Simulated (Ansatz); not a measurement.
Ansatz (an electronic-structure program) input (CCSD(T)/aug-cc-pVDZ):

Ansatz 0.2 input:
```yaml
crystal:
  periodic: [false, false, false]
  atoms:
    - {symbol: O, position_ang: [-0.00091616, -0.01015443, 0.67280603]}
    - {symbol: C, position_ang: [0.00071614, 0.00793741, -0.52591197]}
    - {symbol: H, position_ang: [-0.00265489, 0.95544190, -1.09932737]}
    - {symbol: H, position_ang: [0.00568738, -0.92183092, -1.12764904]}
basis:
  gaussian:
    orbitals: aug-cc-pVDZ
magnetization: {spin_polarized: false}
correlation: {method: ccsd_t, electrons: outside_noble_gas}
output: {forces: true}
```

End of the output:

```
integrals: 0.04 GiB planned
625 factors; integrals over basis functions are off by at most 6.2e-4 eV
mean field: 0.11 GiB planned
mean field evaluation 1: about -3096.9868 eV, gradient 3.1e1 eV
mean field evaluation 2: about -3096.9880 eV, gradient 3.1e1 eV
mean field evaluation 4: about -3098.9575 eV, gradient 2.3e0 eV
mean field evaluation 8: about -3098.9834 eV, gradient 9.7e-4 eV
mean field evaluation 16: about -3098.9813 eV, gradient 2.9e-1 eV
mean field -3098.98337050 eV, -113.8855382994 hartree, gradient 2.5e-6 eV, S^2 0.000000; 0 other end points of the search recorded, 0 dependent functions left out
2 core orbitals not correlated
reference -3098.98337050 eV, -113.8855382994 hartree; 6, 6 occupied and 56, 56 virtual orbitals, 625 factors
densities: 0.17 GiB planned
second order -9.04484617 eV of doubles, -0.00000000 eV of singles
coupled cluster: 0.14 GiB planned
cycle   1  -9.08042747 eV  change   -3.6e-2 eV  update   8.3e-2
cycle   2  -9.35758088 eV  change   -2.8e-1 eV  update   2.6e-2
cycle   3  -9.44426424 eV  change   -8.7e-2 eV  update   1.4e-2
cycle   4  -9.43745520 eV  change    6.8e-3 eV  update   3.4e-3
cycle   5  -9.43761823 eV  change   -1.6e-4 eV  update   1.4e-3
cycle   6  -9.43834853 eV  change   -7.3e-4 eV  update   4.5e-4
cycle   7  -9.43820258 eV  change    1.5e-4 eV  update   1.6e-4
cycle   8  -9.43816106 eV  change    4.2e-5 eV  update   4.8e-5
cycle   9  -9.43817170 eV  change   -1.1e-5 eV  update   1.9e-5
cycle  10  -9.43817132 eV  change    3.8e-7 eV  update   4.9e-6
perturbative correction -0.32324108 eV, -0.0118788905 hartree
the calculation of the forces begins
Total energy: -3108.74478289 eV, -114.2442635885 hartree
Atom 0 at    -0.000916    -0.010154     0.672806 Å, force    -0.002729    -0.030252     2.004424 eV/Å
Atom 1 at     0.000716     0.007937    -0.525912 Å, force     0.002270     0.025157    -1.666850 eV/Å
Atom 2 at    -0.002655     0.955442    -1.099327 Å, force    -0.001037     0.287605    -0.164487 eV/Å
Atom 3 at     0.005687    -0.921831    -1.127649 Å, force     0.001497    -0.282511    -0.173088 eV/Å
Dipole moment:     0.000657     0.007286    -0.482772 e Å
```
